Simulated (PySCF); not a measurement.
PySCF input file for NaCl, SMILES [Na][Cl], PBE0/pcJ-2. Coordinates come from a PBE-D3(BJ)/def2-TZVPD optimisation.

```python
import numpy as np
from pyscf import gto, scf, dft
from pyscf.prop.ssc import rks as ssc

mol = gto.M(
    atom='''
    Na    0.00000000    0.00000000   -1.44050329
    Cl    0.00000000    0.00000000    0.93209037
    ''',
    basis='pcJ-2',
    charge=0,
    spin=0,
    max_memory=1600,
    verbose=3,
)
mf = dft.RKS(mol, xc='pbe0')
mf.grids.level = 3
mf.conv_tol = 1e-10
mf.max_cycle = 100
mf.kernel()
j = ssc.SSC(mf)
j.with_fcsd = True
j.max_cycle_cphf = 80
j.conv_tol = 1e-7
e11 = j.kernel()
```

Output:

```
converged SCF energy = -621.363167678799
Reduced spin-spin coupling constant K (Hz)
               #0        #1
        0 Na   0.00000
        1 Cl  14.39414   0.00000
Spin-spin coupling constant J (Hz)
               #0        #1
        0 Na   0.00000
        1 Cl  11.65941   0.00000
```

The calculation finished and met its thresholds.
